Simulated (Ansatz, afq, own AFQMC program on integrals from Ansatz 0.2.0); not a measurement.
**Al₂H₂, triplet → Al$_{2}$H$_{2}$, quintet**

```yaml
atoms:
  - { symbol: Al, position_ang: [0.0000, 0.0000, 1.1500] }
  - { symbol: Al, position_ang: [0.0000, 0.0000, -1.1500] }
  - { symbol: H, position_ang: [0.0000, 0.0000, 2.7245] }
  - { symbol: H, position_ang: [0.0000, 0.0000, -2.7245] }
```

Connectivity, by distances: AlH–AlH.

E(quintet, charge +0) − E(triplet, charge +0) at this geometry, on UHF and UHF determinants.

Basis 6-31G. Noble-gas cores (and the filled d shells of Ga–Kr and In–Xe) are frozen. Ansatz 0.2.0 and our own AFQMC program on the same integrals; the CISD trial comes from CCSD amplitudes, and released means the phaseless constraint is let go. Error bars are statistical, one sigma. The errors of all members are added in quadrature.

Full CI on the same integrals is exact in this basis and with this determinant's frozen core.

Errors are counted within 6-31G, not against nature.

Cautions: Al₂H₂ (quintet): another spin lies lower, strong correlation (T1 0.051, weight of the determinant 0.85, largest double 0.11), the released energies are still falling, so no released level is given (meV from the phaseless value at times in 1/Eh: -4.4 ± 2.4 at 0.24, -10.6 ± 1.8 at 0.51, -15.7 ± 1.7 at 0.99, -23.0 ± 1.9 at 1.62, -56 ± 30 at 2.40), its ph-AFQMC/CISD value lies 44 ± 3 meV above full CI; the upper state may be diffuse, so the gap hangs on the basis; core correlation is missing, and it shifts such a gap most where an s electron is promoted.

Reference (full CI): 448.2 kJ/mol.

```json
{"level": "HF", "vertical spin gap (kJ/mol)": "467.1", "error against FCI (kJ/mol)": "18.8"}
{"level": "MP2", "vertical spin gap (kJ/mol)": "473.4", "error against FCI (kJ/mol)": "25.2"}
{"level": "CCSD", "vertical spin gap (kJ/mol)": "454.0", "error against FCI (kJ/mol)": "5.7"}
{"level": "CCSD(T)", "vertical spin gap (kJ/mol)": "450.0", "error against FCI (kJ/mol)": "1.7"}
{"level": "CCSDT", "vertical spin gap (kJ/mol)": "448.2", "error against FCI (kJ/mol)": "0.0"}
{"level": "CCSDT(Q)", "vertical spin gap (kJ/mol)": "448.1", "error against FCI (kJ/mol)": "-0.2"}
{"level": "CCSDTQ", "vertical spin gap (kJ/mol)": "448.2", "error against FCI (kJ/mol)": "0.0"}
{"level": "ph-AFQMC/HF", "vertical spin gap (kJ/mol)": "461.4 ± 2.5", "error against FCI (kJ/mol)": "13.2 ± 2.5"}
{"level": "ph-AFQMC/CISD", "vertical spin gap (kJ/mol)": "451.9 ± 0.4", "error against FCI (kJ/mol)": "3.6 ± 0.4"}
```

Correlation beyond CCSD(T) takes off 1.7 kJ/mol. The perturbative (T) step is worth −4.0 kJ/mol. Where the cautions show a poor determinant, the low rows tell how each method copes with it, not its usual error.

CCSDT and higher add their correlation energy to the determinant of the CCSD(T) run, since their own runs factorise the integrals more tightly (a shift of under 2 meV). A walk keeps the symmetry of its determinant, which the program's search chose and which needn't be the lowest solution, so a lower state of the same spin and another symmetry isn't excluded.
